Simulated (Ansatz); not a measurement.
Reaction (SMILES): OO (H2O2) → [O-]O + H+
B3LYP-D3(BJ)/def2-TZVP geometries, fixed; electronic energies without zero-point terms.
Largest species:
```xyz
4

O      0.0155     0.7238    -0.0702
O     -0.0112    -0.7261    -0.0419
H      0.8057     0.8967     0.4614
H     -0.8394    -0.8786     0.4355
```

How fast the deprotonation energy converges with the basis for several methods (Ansatz, a first-principles code): deviation from each method's own reference, in kcal/mol. References: HF 390.53 kcal/mol, the value in aug-pcseg-3; MP2 382.33 kcal/mol, Hartree-Fock in aug-cc-pVQZ plus the correlation part extrapolated as X^-3 from aug-cc-pVTZ and aug-cc-pVQZ; PBE 379.96 kcal/mol, the value in aug-pcseg-3; PBE0 385.82 kcal/mol, the value in aug-pcseg-3; r2SCAN 384.23 kcal/mol, the value in aug-pcseg-3. Cartesian d functions, on some or all atoms, in 6-31G*, 6-31+G*; all else is spherical. In correlated methods cores are frozen. No added dispersion term, no relativity. 

| basis | functions | HF | MP2 | PBE | PBE0 | r2SCAN |
|---|---|---|---|---|---|---|
| def2-SV(P) | 32 | 6.41 | ? | 25.09 | 17.76 | 18.58 |
| 6-31G* | 34 | 9.65 | ? | 27.53 | 20.52 | 20.90 |
| pcseg-1 | 38 | 2.24 | ? | 17.39 | 11.18 | 12.02 |
| 6-31+G* | 42 | -6.70 | ? | -3.44 | -4.79 | -4.70 |
| 6-311G** | 48 | 10.44 | ? | 23.42 | 17.91 | 18.66 |
| def2-SVPD | 62 | -2.93 | ? | -1.51 | -2.22 | -2.11 |
| aug-cc-pVDZ | 64 | -2.66 | ? | -1.30 | -1.96 | -1.84 |
| 6-311++G(2d,2p) | 74 | -0.89 | ? | 1.36 | 0.18 | 0.37 |
| cc-pVTZ | 88 | 7.94 | ? | 17.85 | 13.51 | 14.15 |
| jun-cc-pV(T+d)Z | 106 | -0.63 | ? | 0.07 | -0.36 | -0.33 |
| def2-TZVPPD | 114 | -0.42 | ? | 0.14 | -0.18 | -0.20 |
| cc-pVQZ | 170 | 4.21 | ? | 11.51 | 8.20 | 8.70 |

### Question
What belongs in the gaps?

### Answer

- def2-SV(P), MP2: 19.20
- 6-31G*, MP2: 20.47
- pcseg-1, MP2: 15.42
- 6-31+G*, MP2: -6.24
- 6-311G**, MP2: 25.46
- def2-SVPD, MP2: -1.30
- aug-cc-pVDZ, MP2: -1.95
- 6-311++G(2d,2p), MP2: 1.88
- cc-pVTZ, MP2: 17.18
- jun-cc-pV(T+d)Z, MP2: 0.75
- def2-TZVPPD, MP2: 0.98
- cc-pVQZ, MP2: 9.55

Mean absolute deviation over 6-311G**, 6-311++G(2d,2p), cc-pVTZ, jun-cc-pV(T+d)Z, def2-TZVPPD: HF 4.06, PBE0 6.43, r2SCAN 6.74, PBE 8.57, MP2 9.25 kcal/mol.
